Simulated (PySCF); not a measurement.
BH5N2, SMILES NBN, point group C2v.

Force field and properties: B3LYP/pcSseg-1 (PySCF, grid level 2). Vibrational terms come from second-order perturbation theory with semi-diagonal cubic constants, by steps of ±0.6 along the normal coordinates of each isotopologue. The parent has the commonest isotopes.

Equilibrium geometry (Å):

```tsv
atom	x	y	z
N1	-1.2467	-0.0975	0.0132
B2	0.0418	0.4718	0.0915
N3	1.2261	-0.2652	-0.1204
H4	-2.0805	0.4479	0.1684
H5	-1.4339	-1.0684	-0.1980
H6	0.1349	1.6382	0.3507
H7	2.1375	0.1618	-0.0596
H8	1.2570	-1.2508	-0.3441
```

Task: How much do zero-point and thermal motion change the parent's shieldings?

Result: 
| atom | σe (ppm) | anharmonic part, 0 K | harmonic part, 0 K | Δσ at 0 K | Δσ at 200 K | Δσ at 250 K |
| --- | --- | --- | --- | --- | --- | --- |
| N1 | 195.91 | 1.18 | -9.91 | -8.74 | -8.98 | -9.16 |
| B2 | 73.93 | -0.80 | -1.84 | -2.65 | -2.94 | -3.17 |
| H4 | 29.22 | 0.22 | -0.71 | -0.49 | -0.49 | -0.49 |
| H5 | 29.56 | 0.14 | -0.68 | -0.53 | -0.53 | -0.54 |
| H6 | 27.57 | -0.16 | -0.34 | -0.50 | -0.52 | -0.53 |

Task: And the bond lengths, in the parent and with ²H at 6?

Result: 
| bond | re (Å) | ⟨r⟩ at 0 K | between mean positions | ⟨r⟩, labelled |
| --- | --- | --- | --- | --- |
| N1–B2 | 1.4109 | 1.4205 | 1.4186 | 1.4205 |
| N1–H4 | 1.0084 | 1.0284 | 0.9988 | 1.0283 |
| N1–H5 | 1.0111 | 1.0312 | 1.0049 | 1.0312 |
| B2–H6 | 1.1984 | 1.2219 | 1.2082 | 1.2156 |

Task: What are the dipole moments?

Result: 1.431 D at equilibrium; averaged at 0 K: parent 1.401 D; ²H at 6 1.389 D; ¹⁰B at 2 1.401 D; ²H at 7, ²H at 8 1.410 D; ²H at 4 1.396 D; ¹⁵N at 1 1.402 D; ¹⁵N at 1, ¹⁵N at 3 1.402 D. Measured: 1.245 D (NIST CCCBDB Release 22 (SRD 101), experimental dipoles).

Internal rotors are held in one well.

The study (308 SCF points, 76 basis functions) took 31 min on 1 thread of Intel Xeon Platinum 8259CL @ 2.50GHz, on a host shared with other jobs (rough), peak memory 0.44 GiB, launched as `OMP_NUM_THREADS=1 python ens_run.py task.json out`.
